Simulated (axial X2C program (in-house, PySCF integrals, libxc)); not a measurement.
**Spin–orbit effects along a row: molecules with Si (ions), PBE0**

Computed with an axial X2C code built on PySCF integrals, spin-free (one-electron X2C) or two-component (2c: spin–orbit coupling with atomic mean-field Coulomb and Gaunt terms, which also bring small scalar terms), in Dyall basis sets with cores contracted in-house; open shells are unrestricted.

Basis sets: Cl dyall-av3z, Mg dyall-cv3z, Na dyall-cv3z, P dyall-v3z, S dyall-av3z, Si dyall-v3z.

| molecule | spin-free state | Re (Å) | ωe (cm⁻¹) | De (eV) | 2c state | Re 2c (Å) | ωe 2c (cm⁻¹) | De 2c (eV) |
| --- | --- | --- | --- | --- | --- | --- | --- | --- |
| NaSi⁺ | M_S = 1, Λ = 1 | 3.128 | 148.7 | 0.51 | Ω = 2 | 3.128 | 148.6 | 0.50 |
| MgSi⁺ | M_S = 1/2, Λ = 1 | 2.699 | 279.3 | 1.75 | Ω = 1/2 | 2.699 | 279.1 | 1.76 |
| SiP⁺ | M_S = 1, Λ = 0 | 2.226 | 507.9 | 3.06 | Ω = 1 | 2.226 | 507.7 | 3.06 |
| SiS⁺ | M_S = 1/2, Λ = 1 | 2.081 | 594.2 | 3.94 | Ω = 3/2 | 2.081 | 594.2 | 3.96 |
| SiCl⁺ | M_S = 0, Λ = 0 | 1.965 | 665.8 | 5.15 | Ω = 0 | 1.965 | 665.6 | 5.14 |

Fragments in 2c: Si + Na+, Si + Mg+, P + Si+, S + Si+, Cl + Si+. Each entry is the lowest single determinant of a limited PBE0 search at one distance. De goes to single-determinant-based atoms at the same level (for ions the charge split of lowest energy) and is withheld (n/a) where an atom does not fit its ground term or J level. Main or longest-lived isotopes. One determinant is a doubtful description, or other states lie close, for NaSi⁺, MgSi⁺, SiP⁺, SiS⁺; these need not be ground states, and all values refer to the states named. Some open-shell Ω = 0 determinants are out of reach, so the Ω given for NaSi⁺, SiP⁺ need not be the lowest component. With several unpaired electrons the Ω given is that of one determinant, not necessarily of the lowest component. Some light 2c atoms are not at their ground J level, so De misses part of their lowering (0.04 eV or less). The functionals have no current term, which raises determinants with orbital currents. Where the atoms have a lower orbital projection than the molecule, De at mean-field level may be about a tenth of an eV too small.
